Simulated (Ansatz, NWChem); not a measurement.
# Heat of formation of C3H5N (isocyanoethane) from total energies

C3H5N has 9 atoms, charge 0, and is taken as a singlet. SMILES: `[C-]#[N+]CC`. The coordinates come from a PBE0-D4/def2-TZVP relaxation.

Total energies at HF/cc-pVDZ (NWChem 7.3.0); the atoms run unrestricted:

| species | state | energy (Eh) |
| --- | --- | --- |
| C3H5N | singlet | -170.945918 |
| C | triplet | -37.686544 |
| N | quartet | -54.391115 |
| H | doublet | -0.499278 |

Harmonic wavenumbers at PBE0-D4/def2-TZVP, in cm⁻¹: 196, 221, 315, 483, 800, 866, 1051, 1119, 1157, 1312, 1376, 1409, 1482, 1485, 1501, 2258, 3066, 3068, 3105, 3149, 3154.

Measured heats of formation of the gaseous atoms at 298.15 K, in kJ/mol: C 716.9, N 472.4, H 218.0. Take 1 Eh = 2625.50 kJ/mol, 1 cm⁻¹ = 0.0119627 kJ/mol, RT = 2.479 kJ/mol.

Problem. Work out the heat of formation of the gas at 298 K.

Solution. 
1. Electronic atomisation energy: 3 × (-37.686544) + (-54.391115) + 5 × (-0.499278) − (-170.945918) = 0.998781 Eh = 2622.3 kJ/mol.
2. Zero-point energy: half the sum of the wavenumbers, 16286.5 cm⁻¹ = 194.8 kJ/mol.
3. Thermal vibrational enthalpy, Σ hcν̃/(exp(hcν̃/kT) − 1): 5.2 kJ/mol. Translation, rotation and pV of a non-linear molecule: 4 RT = 9.9 kJ/mol.
4. The 9 free atoms carry 5/2 RT each: 55.8 kJ/mol.
5. Spin-orbit coupling lowers the free atoms by 3 × 0.02 = 0.1 kJ/mol.
6. Atomisation enthalpy at 298 K: 2622.3 − 0.1 − 194.8 − 5.2 − 9.9 + 55.8 = 2468.1 kJ/mol.
7. Sum of the atoms' heats of formation: 3713.1 kJ/mol. Heat of formation: 3713.1 − 2468.1 = +1245.0 kJ/mol.

The tabulated value is +141.7 kJ/mol (CRC Handbook of Chemistry and Physics), so this level is off by +1103.3 kJ/mol, or 30.9 % of the atomisation enthalpy that the table implies (3571.3 kJ/mol). Hartree–Fock leaves out correlation, which is larger in the molecule than in the atoms, so it underbinds and puts the heat of formation too high. Anharmonicity and any spin-orbit splitting of the molecule are left out.
